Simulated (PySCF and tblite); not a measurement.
Results of a calculation; reference values are marked as such.
C₅H₁₀, numbered as in [CH2:1]=[CH:2][CH2:3][CH2:4][CH3:5].

The ensemble was built from 90 distance-geometry starts (ETKDG and KDG, MMFF94s, GFN2-xTB) and rests on PBE0-D3(BJ)/def2-SVP geometries. Energies: PBE0-D3(BJ)/pcSseg-1 (IEF-PCM, chloroform), with GFN2-xTB thermal terms (modes under about 200 cm⁻¹ blended into free rotors). Symmetry numbers and mirror images are counted. Conformers within 4 kcal/mol (GFN2-xTB free energy) were kept, 6 at most. Programs: PySCF with density fitting and tblite.

Rotational constants are equilibrium values for the commonest isotopes; dipoles come from the energy level named and are polarised by its solvent model.

Torsions listed: C1–C2–C3–C4, C2–C3–C4–C5. Of a mirror pair one member is shown.

```json
{"conformer": "1", "shape": "120°, -65°", "symmetry": "C1 (pair)", "weight %": "36.3"}
{"conformer": "2", "shape": "-119°, -179°", "symmetry": "C1 (pair)", "weight %": "34.0"}
{"conformer": "3", "shape": "115°, 64°", "symmetry": "C1 (pair)", "weight %": "12.8"}
{"conformer": "4", "shape": "0°, 180°", "symmetry": "Cs", "weight %": "11.6"}
{"conformer": "5", "shape": "-12°, -71°", "symmetry": "C1 (pair)", "weight %": "5.3"}
```

Sets of constants, in random order:

| set | A (MHz) | B (MHz) | C (MHz) | abs μa (D) | abs μb (D) | abs μc (D) |
| --- | --- | --- | --- | --- | --- | --- |
| P | 8078 | 3410 | 2789 | 0.32 | 0.49 | 0.01 |
| Q | 9117 | 3005 | 2561 | 0.43 | 0.28 | 0.04 |
| R | 18217 | 2122 | 2089 | 0.50 | 0.06 | 0.11 |
| S | 11622 | 2603 | 2384 | 0.49 | 0.14 | 0.07 |
| T | 13998 | 2507 | 2214 | 0.46 | 0.32 | 0.00 |

(1) Match each set to its conformer.

Answers

(1) P is conformer 5, Q is conformer 1, R is conformer 2, S is conformer 3, T is conformer 4.
